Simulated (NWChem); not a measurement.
**C3H7F (2-fluoropropane): levels of theory compared**

Wanted: a comparison of 5 runs (HF/STO-3G, HF/3-21G, B3LYP/6-31G*, B2PLYP/cc-pVDZ) of C3H7F (2-fluoropropane). 

Program for the calculation: NWChem 7.3.0.

**1. The structure to begin with**

C3H7F: 11 atoms, total charge 0, spin state singlet. As SMILES, `CC(C)F`. Geometry: relaxed at PBE0-D4/def2-TZVP.

Bond lengths: C1–C2 1.508 Å, C2–C3 1.508 Å, C2–F4 1.396 Å, C1–H5 1.091 Å, C1–H6 1.092 Å, C1–H7 1.092 Å, C2–H8 1.096 Å, C3–H9 1.092 Å, C3–H10 1.091 Å, C3–H11 1.092 Å. Some angles: C1–C2–C3 113.9°, C1–C2–F4 108.3°, C3–C2–F4 108.3°, C1–C2–H8 110.1°, C3–C2–H8 110.1°, F4–C2–H8 105.9°, C2–C1–H5 110.6°, C2–C1–H6 110.3°, C2–C1–H7 110.4°, C2–C3–H9 110.4°.

**2. Energy and gradient at HF/STO-3G (run 1)**

m1.nw

```
start m1
title "C3H7F"
memory total 2200 mb
charge 0

geometry units au noautosym nocenter noautoz
  C     -0.44314078     1.97495277    -1.32847747
  C     -0.90631265    -0.57939003    -0.15363473
  C      1.18372444    -1.44790816     1.57735440
  F     -1.16048081    -2.34779574    -2.09457244
  H     -1.96890565     2.46306903    -2.62671931
  H     -0.34128454     3.42815216     0.13417055
  H      1.33735918     1.97268510    -2.37349601
  H     -2.71478055    -0.58052387     0.85736874
  H      2.98293269    -1.49042699     0.56578400
  H      0.78858271    -3.33857914     2.29904080
  H      1.36589404    -0.16176056     3.18192085
end

basis spherical bse
  * library STO-3G
end

scf
  nopen 0
  rhf
  thresh 1e-08
  maxiter 80
end

task scf gradient
```

Run with:

```sh
$ nwchem m1.nw > m1.out
```

Log:

```text
[...]
  functions       =    27
[...]
  wavefunction    = RHF
[...]
         Total SCF energy =   -214.334493627391
      One-electron energy =   -559.224378583398
      Two-electron energy =    211.831285712986
 Nuclear repulsion energy =    133.058599243021
        Time for solution =      1.2s
[...]
                         RHF ENERGY GRADIENTS
    atom               coordinates                        gradient
                 x          y          z           x          y          z
   1 C      -0.443141   1.974953  -1.328477   -0.007767  -0.035968   0.008658
   2 C      -0.906313  -0.579390  -0.153635    0.029157   0.030372   0.019532
   3 C       1.183724  -1.447908   1.577354   -0.027175   0.004729  -0.025940
   4 F      -1.160481  -2.347796  -2.094572   -0.000401   0.001368   0.001819
   5 H      -1.968906   2.463069  -2.626719   -0.003821   0.001463  -0.002968
   6 H      -0.341285   3.428152   0.134171   -0.000007   0.003282   0.005086
   7 H       1.337359   1.972685  -2.373496    0.005560  -0.000594  -0.002625
   8 H      -2.714781  -0.580524   0.857369    0.000856  -0.004978  -0.006352
   9 H       2.982933  -1.490427   0.565784    0.005065   0.000437  -0.003498
  10 H       0.788583  -3.338579   2.299041   -0.000981  -0.004499   0.002070
  11 H       1.365894  -0.161761   3.181921   -0.000486   0.004390   0.004219
[...]
```

Run time: 1.9 s. Hardware: 1 thread of AMD EPYC 9R14 (Zen 4), shared host; peak memory 0.098 GiB.

**3. Energy and forces at HF/3-21G (run 2)**

run.py

```python
from ase import Atoms
from ase.calculators.nwchem import NWChem

molecule = Atoms('CCCFHHHHHHH', positions=[
    [-0.234500, 1.045100, -0.703000],
    [-0.479600, -0.306600, -0.081300],
    [0.626400, -0.766200, 0.834700],
    [-0.614100, -1.242400, -1.108400],
    [-1.041900, 1.303400, -1.390000],
    [-0.180600, 1.814100, 0.071000],
    [0.707700, 1.043900, -1.256000],
    [-1.436600, -0.307200, 0.453700],
    [1.578500, -0.788700, 0.299400],
    [0.417300, -1.766700, 1.216600],
    [0.722800, -0.085600, 1.683800],
])

calc = NWChem(
    label='nw',
    theory='scf',
    memory='2200 mb',
    basis='3-21G',
    basispar='spherical bse',
    scf={'nopen': '0', 'rhf': None, 'thresh': '1e-08', 'maxiter': '80'},
)
molecule.calc = calc

forces = molecule.get_forces()
print(f"energy = {molecule.get_potential_energy():.6f} eV")
print("forces (eV/A):")
for s, f in zip(molecule.symbols, forces):
    print(f"{s:2s} {f[0]:10.5f} {f[1]:10.5f} {f[2]:10.5f}")
print("dipole (e A):", molecule.get_dipole_moment().round(4))
```

Run with:

```sh
$ export ASE_NWCHEM_COMMAND="nwchem PREFIX.nwi > PREFIX.nwo"
$ python run.py
```

Log:

```text
energy = -5875.891978 eV
forces (eV/A):
C     0.17915    0.72577   -0.15504
C    -0.96838    0.10428    0.66185
C     0.55829   -0.06711    0.51957
F     0.05368   -0.55572   -0.68386
H     0.24621   -0.10804    0.16722
H    -0.01162   -0.23166   -0.23752
H    -0.30025   -0.02700    0.13200
H     0.49915    0.12912   -0.12686
H    -0.29830   -0.03049    0.13488
H     0.06675    0.26925   -0.15206
H    -0.02468   -0.20847   -0.26020
dipole (e A): [0.0687 0.3057 0.3217]
```

The calculator wrote nw.nwi:

```
title "nw"

permanent_dir nw

scratch_dir nw

start nw

geometry units angstrom nocenter noautosym noautoz
  C  -2.3449999999999999e-01 1.0450999999999999e+00 -7.0299999999999996e-01
  C  -4.7960000000000003e-01 -3.0659999999999998e-01 -8.1299999999999997e-02
  C  6.2639999999999996e-01 -7.6619999999999999e-01 8.3470000000000000e-01
  F  -6.1409999999999998e-01 -1.2423999999999999e+00 -1.1084000000000001e+00
  H  -1.0419000000000000e+00 1.3033999999999999e+00 -1.3899999999999999e+00
  H  -1.8060000000000001e-01 1.8141000000000000e+00 7.0999999999999994e-02
  H  7.0770000000000000e-01 1.0439000000000001e+00 -1.2560000000000000e+00
  H  -1.4366000000000001e+00 -3.0719999999999997e-01 4.5369999999999999e-01
  H  1.5785000000000000e+00 -7.8869999999999996e-01 2.9940000000000000e-01
  H  4.1730000000000000e-01 -1.7666999999999999e+00 1.2165999999999999e+00
  H  7.2280000000000000e-01 -8.5599999999999996e-02 1.6838000000000000e+00
end

memory 2200 mb

basis spherical bse noprint
   * library 3-21G
end

scf
  nopen 0
  rhf
  thresh 1e-08
  maxiter 80
end

task scf gradient
```

nw.nwo:

```text
Northwest Computational Chemistry Package (NWChem) 7.3.0
             --------------------------------------------------------

           Job information
           ---------------

    nwchem branch   = 7.3.0
    use scalapack   = T
    input           = nw.nwi
    prefix          = nw.
    data base       = nw/nw.db
    status          = startup
    nproc           =        1

           Memory information
           ------------------

[... 5 lines left out ...]
    hardfail = no
[... 139 lines left out ...]
         Quadratically convergent ROHF
[... 14 lines left out ...]
       Final RHF  results
[... 4 lines left out ...]
      Two-electron energy =    210.535320716023
[... 36 lines left out ...]
                       ROHF Final Molecular Orbital Analysis
[... 225 lines left out ...]
                 ----------------------------------------
                 |  Time  |  1-e(secs)   |  2-e(secs)   |
                 ----------------------------------------
                 |  CPU   |       0.00   |       0.18   |
                 ----------------------------------------
                 |  WALL  |       0.00   |       0.18   |
                 ----------------------------------------

 Task  times  cpu:        1.6s     wall:        1.6s
 Total times  cpu:        1.6s     wall:        1.6s
```

Wall time 2.5 s (1 thread of AMD EPYC 9R14 (Zen 4), shared host); peak memory 0.099 GiB.

Runs 3 to 4 aren't shown in full; the table further down has their settings and results.

**4. The energy at B2PLYP/cc-pVDZ (run 5)**

c3h7f.nw

```
start c3h7f
memory stack 880 mb heap 220 mb global 1100 mb

geometry units angstrom noautosym nocenter noautoz
C       -0.234500       1.045100      -0.703000
C       -0.479600      -0.306600      -0.081300
C        0.626400      -0.766200       0.834700
F       -0.614100      -1.242400      -1.108400
H       -1.041900       1.303400      -1.390000
H       -0.180600       1.814100       0.071000
H        0.707700       1.043900      -1.256000
H       -1.436600      -0.307200       0.453700
H        1.578500      -0.788700       0.299400
H        0.417300      -1.766700       1.216600
H        0.722800      -0.085600       1.683800
end

basis spherical bse
* library cc-pVDZ
end

dft
xc hfexch 0.53 becke88 0.47 lyp 0.73 mp2 0.27
dftmp2 semidirect
grid fine
convergence energy 1e-08
iterations 100
mulliken
noprint "final vectors analysis"
end

mp2
freeze core 4
end

task dft energy
```

Run with:

```sh
$ nwchem c3h7f.nw > c3h7f.out
```

Log:

```text
[...]
          Wavefunction type:  closed shell.
          No. of atoms     :    11
          No. of electrons :    34
[...]
          Charge           :     0
          Spin multiplicity:     1
[...]
          AO basis - number of functions:    91
[...]
              XC Information
              --------------
                     Hartree-Fock (Exact) Exchange  0.530
                    Becke 1988 Exchange Functional  0.470
              Lee-Yang-Parr Correlation Functional  0.730
[...]
 d= 0,ls=0.0,diis     1   -217.9074627555 -3.51D+02  7.22D-03  4.38D-01     2.4
[...]
 d= 0,ls=0.0,diis     8   -217.9636519831 -1.78D-09  5.46D-07  5.69D-09    15.5
         Total DFT energy =     -217.963651983054
      One electron energy =     -561.375772573071
           Coulomb energy =      239.354903184534
    Exchange-Corr. energy =      -29.001391446942
 Nuclear repulsion energy =      133.058608852424
[...]
      Total Density - Mulliken Population Analysis
     ---------------------------------------------
    Atom       Charge   Shell Charges
 -----------   ------   -------------------------------------------------------
    1 C    6     6.01   2.01  0.66  0.35  2.10  0.84  0.05
    2 C    6     5.85   2.01  0.68  0.40  1.98  0.62  0.15
    3 C    6     6.01   2.01  0.66  0.35  2.10  0.84  0.05
    4 F    9     9.30   2.00  0.89  1.02  3.33  2.05  0.01
    5 H    1     0.97   0.75  0.19  0.03
    6 H    1     0.98   0.75  0.20  0.03
    7 H    1     0.97   0.75  0.19  0.03
    8 H    1     1.00   0.78  0.19  0.03
    9 H    1     0.97   0.75  0.19  0.03
   10 H    1     0.97   0.75  0.19  0.03
[...]
  Basis functions       =     91
[...]
```

It took 19 s on 1 thread of AMD EPYC 9R14 (Zen 4), shared host; peak memory 0.26 GiB.

**5. All runs side by side**

| run | level | Cartesian functions | iteration cap | energy (Eh) | dipole moment (D) | HOMO energy (eV) | LUMO energy (eV) | wall time |
| --- | --- | --- | --- | --- | --- | --- | --- | --- |
| 1 | HF/STO-3G | no | 80 | -214.334494 | 1.27 | -10.69 | 14.69 | 1.9 s |
| 2 | HF/3-21G | no | 80 | -215.935049 | 2.16 | -12.83 | 7.11 | 2.5 s |
| 3 | B3LYP/6-31G* (Cartesian functions) | yes | 100 | -218.377674 | – | – | – | 27 s |
| 4 | B3LYP/6-31G* (spherical functions) | no | 100 | -218.374459 | 1.68 | -8.57 | 2.56 | 25 s |
| 5 | B2PLYP/cc-pVDZ | no | 100 | -218.165005 | 1.89 | – | – | 19 s |

**6. Summary of results**

```
                       quantity          value
            run 5: total energy  -218.16500 Eh
run 5: dipole moment (SCF part)         1.89 D
```

In words: Over runs 1, 2, 4, 5 the dipole moment (its size) runs from 1.27 D (HF/STO-3G) to 2.16 D (HF/3-21G). Over runs 1, 2, 4 the HOMO–LUMO gap runs from 11.13 eV (B3LYP/6-31G*) to 25.38 eV (HF/STO-3G). The two ends differ in method and basis. Totals of different functionals can't be ranked against each other. In run 1 the basis is minimal, so the values are rough. All runs together took 75 s, the longest 27 s.
